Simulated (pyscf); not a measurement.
## Four-centre exchange: `[CH3][In]([CH3])[CH3]` + `[OH][SiH3]` -> `[CH4]` + `[CH3][In]([CH3])[O][SiH3]`

Gas phase, singlet surface, charge 0. Bonds broken: C1–In2, O14–H16. Bonds formed: C1–H16, In2–O14. Structures and frequencies: ωB97X-D3(BJ)/def2-SVP in PySCF.

Transition state (Å):

```xyz
19

C      0.7813    -0.0470    -0.8553
In    -1.1047    -0.2848     0.6178
C     -2.4207    -1.6911    -0.3231
C     -1.2678     1.4475     1.8623
H      0.6105    -0.6664    -1.7500
H      0.4160     0.9748    -1.0734
H      1.8713     0.0883    -0.7401
H     -3.4099    -1.7191     0.1565
H     -2.5536    -1.4218    -1.3824
H     -1.9758    -2.6970    -0.2800
H     -1.9001     2.2177     1.3950
H     -0.2664     1.8670     2.0367
H     -1.7114     1.1809     2.8337
O      0.6573    -1.4600     1.3638
Si     0.8524    -3.0993     1.5630
H      0.8730    -0.8631     0.3486
H     -0.2053    -3.6089     2.4859
H      0.7203    -3.8148     0.2553
H      2.1918    -3.4147     2.1385
```

One imaginary mode, 1337i cm⁻¹; descent along it reached the two sides named, in the forms told below.

```json
[
 {"bond": "C1–In2", "change": "breaks", "reactant side (Å)": "2.175", "saddle": "2.405", "product side": "3.1"},
 {"bond": "O14–H16", "change": "breaks", "reactant side (Å)": "0.965", "saddle": "1.197", "product side": "2.7"},
 {"bond": "C1–H16", "change": "forms", "reactant side (Å)": "3.1", "saddle": "1.457", "product side": "1.101"},
 {"bond": "In2–O14", "change": "forms", "reactant side (Å)": "2.411", "saddle": "2.246", "product side": "2.031"}
]
```

Electronic energies relative to the separated reactants (kcal/mol):

```
level                   barrier  reaction energy  reverse barrier
----------------------  -------  ---------------  ---------------
ωB97X-D3(BJ)/def2-TZVP      5.2            -25.6             30.8
PBE/def2-TZVP               5.4            -24.1             29.5
r²SCAN/def2-TZVP            3.1            -26.3             29.4
B3LYP-D3(BJ)/def2-TZVP      5.8            -26.3             32.1
PBE0-D3(BJ)/def2-TZVP       4.8            -24.0             28.8
M06-2X/def2-TZVP            4.3            -26.5             30.8
ωB97M-D3(BJ)/def2-TZVP      7.7            -24.4             32.1
HF/def2-TZVP               22.9            -26.6             49.5
```

With ωB97M-D3(BJ)/def2-TZVP energies and thermal terms (ideal gas, 1 atm, RRHO with modes under 100 cm⁻¹ raised to 100, one conformer, R ln 2 for chiral ones without a mode under 150 cm⁻¹), in kcal/mol:

```tsv
T (K)	ΔH‡	ΔG‡	ΔH	ΔG
298	6.1	18.3	-23.5	-21.2
600	6.5	30.5	-23.9	-18.7
900	7.1	42.4	-24.2	-16.0
1200	7.9	54.0	-24.4	-13.2
```

On the reactant side the descent ends in an adduct with a In–O contact, 12.6 kcal/mol under the separated species and 17.8 kcal/mol under the saddle at ωB97X-D3(BJ)/def2-TZVP. On the product side the descent ends in a complex (not fully relaxed), 4.4 kcal/mol under the separated species and 35.2 kcal/mol under the saddle at ωB97X-D3(BJ)/def2-TZVP. What is counted as formed (In–O) is already present as a longer contact in the reactant adduct; forming that adduct is a step of its own. This is the saddle that the search found; another between the same sides may lie lower. Elements past Kr carry the def2 core potentials, without spin-orbit coupling.
